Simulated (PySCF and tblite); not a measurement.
C₄H₇FO, numbered as in [F:1][CH2:2][CH:3]1[CH2:4][O:5][CH2:6]1. The ensemble was built from 60 distance-geometry starts (ETKDG and KDG, MMFF94s, GFN2-xTB) and rests on GFN2-xTB geometries. Energies: PBE0-D3(BJ)/pcSseg-1 (IEF-PCM, dimethylsulfoxide), with GFN2-xTB thermal terms (modes under about 100 cm⁻¹ blended into free rotors). Symmetry numbers and mirror images are counted. Conformers within 1.5 kcal/mol (GFN2-xTB free energy) were kept, 10 at most. GIAO shieldings: PBE0/pcSseg-1 (IEF-PCM, dimethylsulfoxide). Couplings: B3LYP/6-31G* with pcJ-1 on H, F (gas phase; spin-dipole term only for pairs with B, N, F, Si or P). H–H couplings come out 0.1 to 0.9 Hz lower than with pcJ-1 on all atoms. Shifts are against TMS (¹H), TMS (¹³C), CFCl3 (¹⁹F) at the same level. (PySCF 2.14, tblite 0.8.)

Torsions listed: F1–C2–C3–C4. The 4-ring runs over atoms 3–4–5–6. Of a mirror pair one member is shown.

Two conformers hold nearly all the population. I: 4-ring flat; 49°; δ(C2) = 84.64 ppm. II: 4-ring flat; 176°; δ(C2) = 91.80 ppm. The average over the ensemble at 298.15 K is 87.10 ppm.

Question: What populations and free-energy difference follow from a two-state model?

Answer: p(I) = (87.10 − 91.80)/(84.64 − 91.80) = 0.66, so K = p(II)/p(I) = 0.52 and G(II) − G(I) = −RT ln K = 0.38 kcal/mol. One of the two counts twice, as a mirror pair, which this difference holds. The weights computed directly are 65.5 % and 34.5 %.


Conformer gaps in pcSseg-1 on xTB geometries can be 2 kcal/mol off for S=O, P=O and other polar bonds.